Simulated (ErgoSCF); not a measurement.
# AlH3Cl− (SMILES [AlH3-][Cl]): a chain of runs

Wanted: a single-point energy (HF/3-21G), then a single-point energy (HF/6-31G), then the energy (HF/6-31+G*), then the energy (HF/6-31++G**), then the energy (HF/6-311++G**), then the energy (HF/6-311++G(2d,2p)), then the energy (HF/6-311++G(3df,3pd)) of AlH3Cl−. 

The results are computed with ErgoSCF 3.8.

## Step 1: The structure to begin with

The species is AlH3Cl− (5 atoms), meant as a singlet with charge -1. SMILES: `[AlH3-][Cl]`. The shape comes from GFN2-xTB, which is rough for such elements, and wasn't checked as a minimum.

Bond lengths: Al1–Cl2 2.098 Å, Al1–H3 1.609 Å, Al1–H4 1.608 Å, Al1–H5 1.608 Å. Angles: Cl2–Al1–H3 107.0°, Cl2–Al1–H4 107.0°, Cl2–Al1–H5 107.1°, H3–Al1–H4 111.8°, H3–Al1–H5 111.7°, H4–Al1–H5 111.8°.

## Step 2: The energy at HF/3-21G (run 1)

The input, mol.xyz:

```xyz
5
AlClH3
Al     0.109160    -0.000440    -0.082500
Cl    -1.562720    -0.002110     1.184250
H      0.226090     1.478490    -0.704190
H     -0.160190    -1.106410    -1.218300
H      1.387660    -0.369540     0.820730
```

The input, run.inp:

```
set_nthreads("env")
molecule "mol.xyz"
scf.output_mulliken_pop = 1
scf.max_number_of_iterations = 70
scf.use_diagonalization = 1
basis = "3-21G"
tmpdir = "."
charge = -1
run "HF"
```

The basis set 3-21G is read from a file made from the Basis Set Exchange's data (not shown).

Started as:

```
$ ergo run.inp
```

The program printed:

```text
[...]
INSC SCF_general constructor, number of basis functions: 32
[...]
INSC Energy   1 =       -492.83105103101
[...]
INDE E_LUMO =          0.30341501245
[...]
INSC Energy  15 =       -699.70430104557  ( diff     -0.000000000017735 )
[...]
RESC CONVERGED after  15 iterations.
RESC FINAL ENERGY:       -699.70430104557
[...]
INSC SCF: dipole_moment_x [atomic units] =       0.86919597
INSC SCF: dipole_moment_y [atomic units] =      -0.00076918
INSC SCF: dipole_moment_z [atomic units] =      -0.65794664
[...]
```

It took 2.2 s on 1 thread of Intel Xeon at 2.70GHz, shared host; peak memory 0.27 GiB.

## Step 3: A single-point energy at HF/6-31G (run 2)

mol.xyz is that of step 2.

Changes to run.inp since step 2:

```diff
@@ -5,3 +5,3 @@
 scf.use_diagonalization = 1
-basis = "3-21G"
+basis = "6-31G"
 tmpdir = "."
```

The basis set 6-31G is read from a file made from the Basis Set Exchange's data (not shown).

Started as:

```
$ ergo run.inp
```

The program printed:

```text
[...]
INSC SCF_general constructor, number of basis functions: 32
[...]
INSC Energy   1 =       -487.92961842346
[...]
INDE E_LUMO =          0.28386451152
[...]
INSC Energy  15 =       -703.16858334382  ( diff     -0.000000000014211 )
[...]
RESC CONVERGED after  15 iterations.
RESC FINAL ENERGY:       -703.16858334382
[...]
INSC SCF: dipole_moment_x [atomic units] =       0.86043568
INSC SCF: dipole_moment_y [atomic units] =      -0.00082332
INSC SCF: dipole_moment_z [atomic units] =      -0.65134020
[...]
```

It took 5.7 s on 1 thread of Intel Xeon at 2.70GHz, shared host; peak memory 0.27 GiB.

Runs 3 to 6 aren't shown in full; the table further down has their settings and results.

## Step 4: A single-point energy at HF/6-311++G(3df,3pd) (run 7)

mol.xyz is that of step 3.

Changes to run.inp since step 3:

```diff
@@ -5,3 +5,3 @@
 scf.use_diagonalization = 1
-basis = "6-31G"
+basis = "6-311++G(3df,3pd)"
 tmpdir = "."
```

The basis set 6-311++G(3df,3pd) is read from a file made from the Basis Set Exchange's data (not shown).

Started as:

```
$ ergo run.inp
```

The program printed:

```text
[...]
INSC SCF_general constructor, number of basis functions: 148
[...]
INSC Energy   1 =       -214.77519280895
[...]
INDE E_LUMO =          0.17431880826
[...]
INSC Energy  17 =       -703.27889885873  ( diff     -0.000000000002274 )
[...]
RESC CONVERGED after  17 iterations.
RESC FINAL ENERGY:       -703.27889885873
[...]
INSC SCF: dipole_moment_x [atomic units] =       0.50623375
INSC SCF: dipole_moment_y [atomic units] =      -0.00089284
INSC SCF: dipole_moment_z [atomic units] =      -0.38317784
[...]
```

Wall time 8.4 min (1 thread of Intel Xeon at 2.70GHz, shared host); peak memory 0.28 GiB.

## Step 5: Overview of the runs

```tsv
run	level	energy (Eh)	wall time
1	HF/3-21G	-699.704301	2.2 s
2	HF/6-31G	-703.168583	5.7 s
3	HF/6-31+G* (spherical functions)	-703.220572	16 s
4	HF/6-31++G** (spherical functions)	-703.224546	23 s
5	HF/6-311++G**	-703.270637	38 s
6	HF/6-311++G(2d,2p)	-703.274636	86 s
7	HF/6-311++G(3df,3pd)	-703.278899	8.4 min
```

## Step 6: Results

```
                                 quantity          value
run 7, HF/6-311++G(3df,3pd): total energy  -703.27890 Eh
```

Over the runs the total energy spans 97.270 eV. All runs together took 11 min, the longest 8.4 min.
